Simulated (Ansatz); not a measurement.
# C₄H₇ClO: up Jacob's ladder to CCSD(T)

The task here is to estimate one member of a computed series from the others.

Computed with Ansatz 0.2.0, Gaussian basis. Level: functionals in def2-TZVPP, the program's frozen cores in correlated methods.

Levels to be run: PBE-D4, r2SCAN-D4, PBE0-D4, B3LYP-D4, ωB97X-V, ωB97M-V, B2PLYP; CCSD(T)/def2-TZVPP; MP2/def2-QZVPP; extrapolation to the limit.

## The geometry

An earlier PBE0-D4 in a triple-zeta def2 set relaxation fixed the geometry.

SMILES `CC(Cl)/C=C/O`, 13 atoms, charge 0, spin multiplicity 1.

Atoms are counted from 1 here; the program's logs count them from 0.

Bond lengths: C1–C2 1.513 Å, C1–H7 1.092 Å, C1–H8 1.091 Å, C1–H9 1.093 Å, C2–Cl3 1.824 Å, C2–C4 1.479 Å, C2–H10 1.091 Å, C4–C5 1.327 Å, C4–H11 1.086 Å, C5–O6 1.353 Å, C5–H12 1.088 Å, O6–H13 0.959 Å. Angles: C2–C1–H7 110.5°, C2–C1–H8 111.1°, C2–C1–H9 109.3°, H7–C1–H8 108.5°, H7–C1–H9 108.4°, H8–C1–H9 109.0°, C1–C2–Cl3 108.1°, C1–C2–C4 113.6°, C1–C2–H10 110.5°, Cl3–C2–C4 109.8°, Cl3–C2–H10 104.0°, C4–C2–H10 110.3°, C2–C4–C5 121.9°, C2–C4–H11 118.1°, C5–C4–H11 120.0°, C4–C5–O6 122.4°, C4–C5–H12 121.2°, O6–C5–H12 116.4° and more.

The first run:

in.yaml reads:

```yaml
crystal:
  periodic: [false, false, false]
  atoms:
    - {symbol: C, position_ang: [0.301507, -1.729582, 0.813121]}
    - {symbol: C, position_ang: [0.755152, -0.459353, 0.128382]}
    - {symbol: Cl, position_ang: [2.074762, -0.891977, -1.054529]}
    - {symbol: C, position_ang: [-0.331678, 0.256031, -0.573773]}
    - {symbol: C, position_ang: [-0.558498, 1.549383, -0.381677]}
    - {symbol: O, position_ang: [-1.560955, 2.210229, -1.004762]}
    - {symbol: H, position_ang: [-0.149753, -2.412994, 0.091323]}
    - {symbol: H, position_ang: [1.138872, -2.237385, 1.292910]}
    - {symbol: H, position_ang: [-0.447088, -1.484326, 1.571096]}
    - {symbol: H, position_ang: [1.246547, 0.204875, 0.840932]}
    - {symbol: H, position_ang: [-0.952877, -0.307177, -1.263412]}
    - {symbol: H, position_ang: [0.061892, 2.136257, 0.293002]}
    - {symbol: H, position_ang: [-1.557482, 3.131220, -0.737715]}
basis:
  gaussian: {orbitals: def2-TZVPP}
hamiltonian: {xc: pbe, dispersion: d4}
output: {forces: true, orbitals: {seedname: orbitals}}
```

Launch:

```sh
ansatz run in.yaml --threads 2 --pin off --events-out ev --progress --plain --max-ram 32768MiB --backend cuda --devices 0, --max-vram 18GiB
```

Steps of the session up to this table: PBE-D4 (GGA); r2SCAN-D4 (meta-GGA); PBE0-D4 (hybrid); B3LYP-D4 (hybrid); ωB97X-V (range-separated); ωB97M-V (range-separated); B2PLYP (double hybrid); CCSD(T) in def2-TZVPP; MP2 in def2-QZVPP.

One table of the session follows, with a row left open; its other results are not shown here.

It belongs to the step «Atomisation energies». 

```
            method  atomisation energy (eV)
            PBE-D4                   55.282
         r2SCAN-D4                   53.940
           PBE0-D4                   54.180
          B3LYP-D4                   53.641
           ωB97X-V                   53.706
           ωB97M-V                        ?
            B2PLYP                   53.127
     HF/def2-TZVPP                   38.944
    MP2/def2-TZVPP                   53.424
   CCSD/def2-TZVPP                   51.435
CCSD(T)/def2-TZVPP                   52.327
           MP2/CBS                   54.769
       CCSD(T)/CBS                   53.672
```

**Question.** Estimate the row for ωB97M-V.

As computed: atomisation energy (eV): 53.865. In the column «atomisation energy (eV)» it lies between ωB97X-V (53.706) and r2SCAN-D4 (53.940).

To keep in mind: Free atoms (4 C, 1 Cl, 1 O, 7 H) were run apart at each level; the atomisation energy is their sum less the molecule, without zero-point or spin-orbit terms.
